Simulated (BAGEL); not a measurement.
# C2H4F2S (SMILES FCSCF) at HF/def2-SVP (density fitting with qzvpp-jkfit)

What is the vertical ionisation energy of C2H4F2S at HF/def2-SVP (density fitting with qzvpp-jkfit)? 

The results are computed with BAGEL 1.2.2.

2 further runs of the same task are left out: 2 set aside as unsound or not needed. Runs told in other sessions of the task aren't counted.

### 1 The molecule

C2H4F2S has 9 atoms, charge 0, and is taken as a singlet. As SMILES, `FCSCF`. The shape is that of a GFN2-xTB optimisation. This is one conformer, not always the lowest.

Bond lengths: F1–C2 1.361 Å, C2–S3 1.817 Å, S3–C4 1.816 Å, C4–F5 1.362 Å, C2–H6 1.093 Å, C2–H7 1.091 Å, C4–H8 1.093 Å, C4–H9 1.091 Å. Some angles: F1–C2–S3 111.3°, C2–S3–C4 98.0°, S3–C4–F5 111.3°, F1–C2–H6 108.1°, F1–C2–H7 108.5°, S3–C2–H6 109.6°, S3–C2–H7 107.5°, S3–C4–H8 109.6°, S3–C4–H9 107.5°, F5–C4–H8 108.1°.

### 2 The energy at HF/def2-SVP (density fitting with qzvpp-jkfit)

The input, hf.json:

```json
{ "bagel" : [

{
  "title" : "molecule",
  "basis" : "svp",
  "df_basis" : "qzvpp-jkfit",
  "angstrom" : true,
  "geometry" : [
    { "atom" : "F", "xyz" : [       0.209210,      -0.331020,      -1.924700 ] },
    { "atom" : "C", "xyz" : [       0.888130,       0.371850,      -0.977230 ] },
    { "atom" : "S", "xyz" : [       0.954980,      -0.534260,       0.595970 ] },
    { "atom" : "C", "xyz" : [      -0.804910,      -0.418360,       1.028570 ] },
    { "atom" : "F", "xyz" : [      -1.154870,       0.859680,       1.341830 ] },
    { "atom" : "H", "xyz" : [       0.375340,       1.325600,      -0.829310 ] },
    { "atom" : "H", "xyz" : [       1.915080,       0.510300,      -1.319300 ] },
    { "atom" : "H", "xyz" : [      -1.413280,      -0.738170,       0.178440 ] },
    { "atom" : "H", "xyz" : [      -0.969690,      -1.045620,       1.905730 ] }
  ]
},

{ "title" : "hf" },

{ "title" : "print", "file" : "orbitals.molden", "orbitals" : true }

]}
```

Run with:

```sh
$ BAGEL_NUM_THREADS=1 BAGEL hf.json > hf.out
```

The log of the run:

```text
* using 1 threads per process

  ===============================================================
  ===============================================================

  *** Geometry ***

  { "atom" : "F", "xyz" : [      0.395350,     -0.625537,     -3.637156 ] },
  { "atom" : "C", "xyz" : [      1.678322,      0.702695,     -1.846697 ] },
  { "atom" : "S", "xyz" : [      1.804651,     -1.009605,      1.126220 ] },
  { "atom" : "C", "xyz" : [     -1.521059,     -0.790586,      1.943716 ] },
  { "atom" : "F", "xyz" : [     -2.182388,      1.624560,      2.535691 ] },
  { "atom" : "H", "xyz" : [      0.709290,      2.505021,     -1.567169 ] },
  { "atom" : "H", "xyz" : [      3.618977,      0.964327,     -2.493116 ] },
  { "atom" : "H", "xyz" : [     -2.670712,     -1.394939,      0.337203 ] },
  { "atom" : "H", "xyz" : [     -1.832449,     -1.975935,      3.601308 ] },

  Number of auxiliary basis functions:      504

  Since a DF basis is specified, we compute 2- and 3-index integrals:
    o Being stored without compression. Storage requirement is 0.036 GB

  Number of basis functions:       94
  Number of electrons      :       50

    * METHOD: MOLECULE                             0.43

  *** RHF ***

  === Nuclear Repulsion ===
   238.7381089091

      * DIIS with orbital gradients will be used.

  === RHF iteration (svp) ===
      0       -673.91843579          0.01473539           0.13
      1       -674.04452343          0.00900472           0.13
      2       -674.09684191          0.00129717           0.13
      3       -674.09874424          0.00021892           0.13
      4       -674.09880017          0.00008173           0.13
      5       -674.09881020          0.00002613           0.13
      6       -674.09881154          0.00000571           0.13
      7       -674.09881162          0.00000170           0.13
      8       -674.09881163          0.00000068           0.13
      9       -674.09881163          0.00000023           0.13
     10       -674.09881163          0.00000008           0.13
     11       -674.09881163          0.00000003           0.13
     12       -674.09881163          0.00000001           0.13
    * SCF iteration converged.

    * Permanent dipole moment:
           (   -0.103005,     0.057615,    -0.058429) a.u.

    * METHOD: HF                                   1.95

    * METHOD: PRINT                                0.03

  ===============================================================
```

Wall time 2.6 s (1 thread of Arm Neoverse N1, shared host); peak memory 0.14 GiB.

### 3 The doublet cation at the same level

Edit hf.json of step 2 so:

```diff
@@ -20,5 +20,13 @@
 
-{ "title" : "hf" },
+{
+  "title" : "uhf",
+  "charge" : 1,
+  "nopen" : 1
+},
 
-{ "title" : "print", "file" : "orbitals.molden", "orbitals" : true }
+{
+  "title" : "print",
+  "file" : "orbitals.molden",
+  "orbitals" : true
+}
```

Run with:

```sh
$ BAGEL_NUM_THREADS=1 BAGEL hf.json > hf.out
```

The log of the run:

```text
* using 1 threads per process

  ===============================================================
  ===============================================================

  *** Geometry ***

  { "atom" : "F", "xyz" : [      0.395350,     -0.625537,     -3.637156 ] },
  { "atom" : "C", "xyz" : [      1.678322,      0.702695,     -1.846697 ] },
  { "atom" : "S", "xyz" : [      1.804651,     -1.009605,      1.126220 ] },
  { "atom" : "C", "xyz" : [     -1.521059,     -0.790586,      1.943716 ] },
  { "atom" : "F", "xyz" : [     -2.182388,      1.624560,      2.535691 ] },
  { "atom" : "H", "xyz" : [      0.709290,      2.505021,     -1.567169 ] },
  { "atom" : "H", "xyz" : [      3.618977,      0.964327,     -2.493116 ] },
  { "atom" : "H", "xyz" : [     -2.670712,     -1.394939,      0.337203 ] },
  { "atom" : "H", "xyz" : [     -1.832449,     -1.975935,      3.601308 ] },

  Number of auxiliary basis functions:      504

  Since a DF basis is specified, we compute 2- and 3-index integrals:
    o Being stored without compression. Storage requirement is 0.036 GB

  Number of basis functions:       94
  Number of electrons      :       50

    * METHOD: MOLECULE                             0.43

  *** Open-shell HF ***

  === Nuclear Repulsion ===
   238.7381089091

      * DIIS with orbital gradients will be used.

  === UHF iteration (svp) ===
      0       -673.52121097          0.03426986           0.26
      1       -673.69111279          0.02079757           0.25
      2       -673.74009549          0.01285341           0.26
      3       -673.76777564          0.00113002           0.27
      4       -673.76859114          0.00033169           0.26
      5       -673.76868375          0.00012001           0.25
      6       -673.76871339          0.00004809           0.25
      7       -673.76872082          0.00002566           0.27
      8       -673.76872395          0.00001337           0.26
      9       -673.76872527          0.00000488           0.26
     10       -673.76872545          0.00000197           0.26
     11       -673.76872547          0.00000090           0.26
     12       -673.76872548          0.00000027           0.27
     13       -673.76872548          0.00000011           0.26
     14       -673.76872548          0.00000007           0.26
     15       -673.76872548          0.00000005           0.26
     16       -673.76872548          0.00000003           0.26
     17       -673.76872548          0.00000001           0.26
     18       -673.76872548          0.00000001           0.26
    * SCF iteration converged.

    * S^2 (UHF) is 0.7632

    * Permanent dipole moment:
           (   -0.885927,     0.495122,    -0.544916) a.u.

    * METHOD: UHF                                  5.26

    * METHOD: PRINT                                0.03

  ===============================================================
```

It took 6 s on 1 thread of Arm Neoverse N1, shared host; peak memory 0.14 GiB.

### 4 What came out

Level: HF/def2-SVP (density fitting with qzvpp-jkfit).

| quantity | value |
| --- | --- |
| singlet C2H4F2S: total energy | -674.09881 Eh |
| singlet C2H4F2S: dipole moment | 0.33 D |
| singlet C2H4F2S: HOMO energy | -10.44 eV |
| singlet C2H4F2S: LUMO energy | 4.77 eV |
| singlet C2H4F2S: HOMO–LUMO gap | 15.20 eV |
| doublet cation: total energy | -673.76873 Eh |
| doublet cation: ⟨S²⟩ | 0.763 |
| vertical ionisation energy (to the doublet cation) | 8.982 eV |

In words: Removing an electron at fixed nuclei costs 8.98 eV (207 kcal/mol). −ε(HOMO) before ionisation, 10.44 eV, is 1.45 eV above this ionisation energy.
